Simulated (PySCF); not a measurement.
## How methods differ on the electron affinity of Li

Li⁻ [He] 2s2 (1S) → Li [He] 2s1 (2S), as a difference of total energies. All numbers are calculated (PySCF 2.14, the non-relativistic Hamiltonian (point nucleus), in aug-cc-pCVDZ). Correlated levels: valence: 1s2 frozen; valence and next inner shell: nothing frozen. The calculations carry no spin-orbit coupling.

```tsv
method	electron affinity (eV)
UHF	-0.126
LDA	0.586
PBE	0.506
PBE0	0.491
r2SCAN	0.442
revPBE	0.519
CAM-B3LYP	0.506
B2PLYP	0.457
MP2 (valence)	0.314
SCS-MP2 (valence)	0.402
MP2 (valence and next inner shell)	0.316
SCS-MP2 (valence and next inner shell)	0.404
```

Errors of the correlated levels include the incompleteness of this basis and the frozen core.

A negative affinity means that the anion lies above the atom at that level of theory.

In the anion the highest occupied orbital energy is positive at LDA, PBE, PBE0, r2SCAN, revPBE, B2PLYP, a self-interaction effect; the basis confines that electron, and the energy difference can still be sensible.

**Question.** Which method comes closest to the reference value, and which is furthest?

**Answer.** The reference is 0.618 eV (measured; photodetachment measurements, as compiled on the Wikipedia data page of electron affinities). Closest: LDA (error -0.032 eV); furthest: UHF (error -0.744 eV).
